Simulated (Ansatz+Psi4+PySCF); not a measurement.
# triplet CH2: levels of theory in one basis

```yaml
atoms:
  - { symbol: C, position_ang: [0.0000, 0.0000, 0.1104] }
  - { symbol: H, position_ang: [0.0000, 0.9826, -0.3311] }
  - { symbol: H, position_ang: [0.0000, -0.9826, -0.3311] }
```

Basis set: cc-pVTZ (spherical functions). Correlated methods keep 1 orbital frozen. Correlation on ROHF uses semicanonical orbitals with singles. Charge 0, multiplicity 3.

Computed with Ansatz (development build ahead of 0.2.0) and Psi4 1.11; each method stands on the lowest determinant of its kind that the runs found.

```json
{"method": "ROHF", "E − E(ROHF) (eV)": "0.00", "<S²> of the determinant": "2.00"}
{"method": "UHF", "E − E(ROHF) (eV)": "-0.15", "<S²> of the determinant": "2.02"}
{"method": "ROHF-MP2", "E − E(ROHF) (eV)": "-3.35", "<S²> of the determinant": "–"}
{"method": "UHF-MP2", "E − E(ROHF) (eV)": "-3.35", "<S²> of the determinant": "2.02"}
{"method": "ROHF-CCSD", "E − E(ROHF) (eV)": "-3.86", "<S²> of the determinant": "–"}
{"method": "UHF-CCSD", "E − E(ROHF) (eV)": "-3.86", "<S²> of the determinant": "2.02"}
{"method": "ROHF-CCSD(T)", "E − E(ROHF) (eV)": "-3.96", "<S²> of the determinant": "–"}
{"method": "UHF-CCSD(T)", "E − E(ROHF) (eV)": "-3.96", "<S²> of the determinant": "2.02"}
```
